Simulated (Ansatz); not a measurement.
# ClFH2Si: small, medium and large basis sets

How large a basis does ClFH2Si need? Two functionals and correlated methods are run in growing sets.

Computed with Ansatz 0.2.0, Gaussian basis. Level: one geometry, several basis sets.

The runs, in order: PBE0-D4/def2-SVP; ωB97M-V/def2-SVP; PBE0-D4/def2-QZVPP; ωB97M-V/def2-QZVPP; CCSD(T)/cc-pV(D+d)Z; CCSD(T)/cc-pV(T+d)Z; CCSD(T)/cc-pV(Q+d)Z; the functionals' def2-TZVPP values are taken from earlier runs.

**1. Structure used throughout**

All runs share one geometry, relaxed beforehand with PBE0-D4 in a triple-zeta def2 set.

5 atoms, charge 0, spin multiplicity 1.

Atoms are counted from 1 here; the program's logs count them from 0.

Bond lengths: F1–Si2 1.589 Å, Si2–Cl3 2.036 Å, Si2–H4 1.475 Å, Si2–H5 1.475 Å. Angles: F1–Si2–Cl3 108.8°, F1–Si2–H4 108.3°, F1–Si2–H5 108.3°, Cl3–Si2–H4 108.8°, Cl3–Si2–H5 108.8°, H4–Si2–H5 113.7°.

**2. PBE0-D4 in def2-SVP**

Input file in.yaml:

```yaml
crystal:
  periodic: [false, false, false]
  atoms:
    - {symbol: F, position_ang: [-0.468297, 0.123519, 1.504591]}
    - {symbol: Si, position_ang: [0.098002, -0.085629, 0.034341]}
    - {symbol: Cl, position_ang: [-1.064507, 0.955950, -1.272389]}
    - {symbol: H, position_ang: [0.014572, -1.521451, -0.293739]}
    - {symbol: H, position_ang: [1.470128, 0.453910, -0.014105]}
basis:
  gaussian: {orbitals: def2-SVP}
hamiltonian: {xc: pbe0, dispersion: d4}
output: {orbitals: {seedname: orbitals}}
```

Run with:

```
$ ansatz run in.yaml --threads 2 --pin off --events-out ev --progress --plain --max-ram 32768MiB --backend cpu
```

After this run come: ωB97M-V in def2-SVP; PBE0-D4 in def2-QZVPP; ωB97M-V in def2-QZVPP; CCSD(T) in cc-pV(D+d)Z; CCSD(T) in cc-pV(T+d)Z; CCSD(T) in cc-pV(Q+d)Z.

Before running them: what should the planned runs give, taken together? Wanted: MP2 correlation recovered, cc-pV(D+d)Z; MP2 correlation recovered, cc-pV(T+d)Z; MP2 correlation recovered, cc-pV(Q+d)Z; CCSD(T) limit from def2 sets; PBE0-D4: double and triple zeta above quadruple; ωB97M-V: double and triple zeta above quadruple.

The runs gave:

| quantity | value |
| --- | --- |
| MP2 correlation recovered, cc-pV(D+d)Z | 64.6 % |
| MP2 correlation recovered, cc-pV(T+d)Z | 86.0 % |
| MP2 correlation recovered, cc-pV(Q+d)Z | 94.2 % |
| CCSD(T) limit from def2 sets (earlier runs) less the limit of this series | -64 meV |
| PBE0-D4: double and triple zeta above quadruple | 11.63, 0.81 eV |
| ωB97M-V: double and triple zeta above quadruple | 11.62, 0.76 eV |

**Reading.** PBE0-D4 gains 10.83 eV from double to triple zeta, then 0.81 eV more. In cc-pV(D+d)Z MP2 holds 65 % of its limit, in cc-pV(Q+d)Z 94 %, while Hartree-Fock is within 0.145 eV in the largest set. A limit from the def2 sets, made apart, differs by 64 meV, a least measure of the doubt on such a limit. Total energies overstate the basis error of differences, where much of it tends to cancel. The LUMO of ωB97M-V is positive and keeps falling with the basis (2.57 to 1.42 eV): an unbound level that the basis holds in place.
